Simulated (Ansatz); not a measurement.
Gas-phase reaction in SMILES: Cl (HCl) -> Cl (HCl) as doublet, charge +1 + e-

Quantity: adiabatic ionisation energy (0 K, with zero-point energies), in eV. Terms: 6-311+G** with 5d, 6d on Na to Ar in Ansatz (an electronic-structure program); valence correlation only; no spin-orbit coupling; non-relativistic; LANL2DZ with its own core potentials from Na on; 6-31G* and kin with 6d, 5d where marked; UHF or UKS for open shells. Basis-set limits of correlation are two-point, X^-3; Hartree-Fock from the larger set (for Q and 5 zeta extrapolated as (X+1)exp(-9√X)). First-principles rows: single points at B3LYP-D3(BJ) geometries (Ansatz), with unscaled harmonic terms from B3LYP/6-31G* at its own minima.

Measured values: CCCBDB table in ASE; they hold spin-orbit and core effects. 

Value to compare with, the measured value: 12.74 eV.

| level | program | adiabatic ionisation energy (0 K, with zero-point energies) (eV) | error |
|---|---|---|---|
| HF/STO-3G | Ansatz | 10.93 | -1.81 |
| HF/3-21G | Ansatz | 11.82 | -0.92 |
| HF/LANL2DZ | Ansatz | 11.93 | -0.81 |
| HF/6-31G* | Ansatz | 11.59 | -1.15 |
| HF/6-311+G** | Ansatz | 11.56 | -1.18 |
| CCSD(T)/CBS(cc-pV(Q+d)Z,cc-pV(5+d)Z) | Ansatz | 12.79 | 0.05 |

Among the 5 habitual levels, HF/STO-3G lies farthest from the measured value (-1.81 eV) and HF/LANL2DZ nearest (-0.81); 0 of 5 lie above it, and their mean absolute error is 1.17 eV, the median 1.15. One case shows no general order.

The sets are all those run for this method; runs whose electronic state is in doubt are left out.
